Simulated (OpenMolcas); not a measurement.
# An input for doublet SiH3

The species is SiH3 (4 atoms), meant as a doublet with charge 0. SMILES of the parent species: `[SiH3-]`. The coordinates come from a PBE0-D4/def2-TZVPD relaxation. That shape belongs to the parent species and isn't relaxed for this state.

```xyz
4

Si    0.5397   -0.0507   -0.3009
H     0.4266    0.6223    1.0859
H    -0.2985   -1.2837    0.1068
H    -0.6678    0.7122   -0.8918
```

Settings wanted:

```yaml
method: DFT
reference: UKS
basis_set: cc-pVTZ
task: energy
functional: BHLYP
nucleus: point
integration_grid: UltraFine
SCF_convergence_threshold: 1e-10
```

Q: Give an OpenMolcas 26.06 job that does this.

A: One that was run (others would do as well):

struct.xyz:
```
4

Si     0.539700    -0.050700    -0.300900
H      0.426600     0.622300     1.085900
H     -0.298500    -1.283700     0.106800
H     -0.667800     0.712200    -0.891800
```

job.input:
```
&gateway
baslib=$CurrDir
coord=struct.xyz
basis=cc-pVTZ
group=NoSym
&seward
gridinput
Grid=UltraFine
End of Grid
&scf
uhf
spin=2
ksdft=HYB_GGA_XC_BHANDHLYP
thresholds=1e-10 1e-07 1e-07 1e-05
prorbitals=1 2
```

```bash
$ export MOLCAS_MEM=1860
$ pymolcas job.input > job.log
```

(Basis files named in the input come from the Basis Set Exchange and aren't shown.)

Calculated total energy: -291.21510 Eh.
